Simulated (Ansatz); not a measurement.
Input file:

```yaml
crystal:
  periodic: [false, false, false]
  atoms:
    - { symbol: Si, position_ang: [0.0, 0.0, 0.0] }
    - { symbol: F, position_ang: [0.0, 0.0, 1.84] }
    - { symbol: H, position_ang: [1.3768, 0.0, -0.4862] }
    - { symbol: H, position_ang: [-0.6877, 1.1914, -0.4862] }
    - { symbol: H, position_ang: [-0.6877, -1.1914, -0.4862] }
    - { symbol: H, position_ang: [0.0, 0.0, 3.06] }
magnetization:
  spin_polarized: true
  initial_magnetization: 1
basis:
  gaussian: { orbitals: "6-31G*" }
hamiltonian:
  xc: pbe
  dispersion: d4
relax:
  f_tol: 0.15
  max_steps: 25
  restrain:
    - { distance: [1, 5], at: 2.12, k: 30.0 }
    - { distance: [0, 1], at: 1.59, k: 30.0 }
```

Command:

```bash
$ ansatz run input.yaml --threads 1 --pin off --max-ram 2048MiB --backend cpu --events-out ev --progress --plain --runs-dir out
```

Hardware: 1 thread of Arm Neoverse V2, on a shared host.

**Question.** Roughly how long does this run take, and how much memory?

**Answer.** 6.1 s, with a peak of 0.11 GiB, for 5 ionic steps.
